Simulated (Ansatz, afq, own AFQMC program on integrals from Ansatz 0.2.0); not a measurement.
# Ge, triplet in cc-pVDZ, levels against full CI

A free Ge atom.

Basis cc-pVDZ. Noble-gas cores (and the filled d shells of Ga–Kr and In–Xe) are frozen. AFQMC by an in-house program on the Cholesky factors that Ansatz 0.2.0 writes for its CCSD(T) run. ph-AFQMC/CISD is guided by a CISD state made of CCSD amplitudes; releasing the constraint for a short imaginary time cuts its bias at the price of noise, slowly where states lie close. Free projection: walkers drawn from exp(T), propagated without any constraint. Its projection time is finite, and what remains of the start isn't in its error. Error bars are statistical, one sigma. No spin–orbit coupling.

Determinant: UHF, the one that the program's search chose, which needn't be the lowest solution.

Full CI on the same integrals is exact in this basis and with this determinant's frozen core.

Cautions: no relativity below Rb; no spin-orbit coupling; inner d shell frozen.

```
T1 diagnostic                               : 0.0078
weight of the determinant in the CISD state : 0.948
⟨S²⟩ of the determinant                     : 2.009
size of the correlated space                : 4 electrons in 13 orbitals
```

| level | correlation energy (eV) |
| --- | --- |
| MP2 | -1.0930 |
| CCSD | -1.5317 |
| CCSD(T) | -1.5511 |

Question: Estimate where AFQMC with the constraint released lies against CCSD(T) on the same integrals.

Answer: 0.8 ± 0.02 kJ/mol below CCSD(T).

Reference: full CI, correlation energy -1.559 eV. The released energy is read at 1.50 1/Eh (meV from the phaseless value at times in 1/Eh: -0.6 ± 0.4 at 0.24, -1.2 ± 0.4 at 0.50, -1.5 ± 0.7 at 1.00, -2.45 ± 0.22 at 1.50).

```
         level  E − E(reference) (kJ/mol)  share of correlation (%)
       CCSD(T)                        0.8                     99.47
         CCSDT                        0.1                     99.94
      CCSDT(Q)                        0.0                     99.98
   ph-AFQMC/HF                  2.7 ± 0.9                     98.23
 ph-AFQMC/CISD                 0.3 ± 0.05                     99.83
released AFQMC                 0.0 ± 0.02                     99.98
    free AFQMC                 0.0 ± 0.02                    100.02
```

CCSDT and higher add their correlation energy to the determinant of the CCSD(T) run, since their own runs factorise the integrals more tightly (a shift of under 2 meV). Free projections are given only where their last times agree within the noise and don't stop above the reference; a slow remainder of the start can still hide under it. A walk keeps the symmetry of its determinant, which the program's search chose and which needn't be the lowest solution, so a lower state of the same spin and another symmetry isn't excluded. Released energies are given only where the last usable release times agree within the noise; a slower fall can still hide under it.
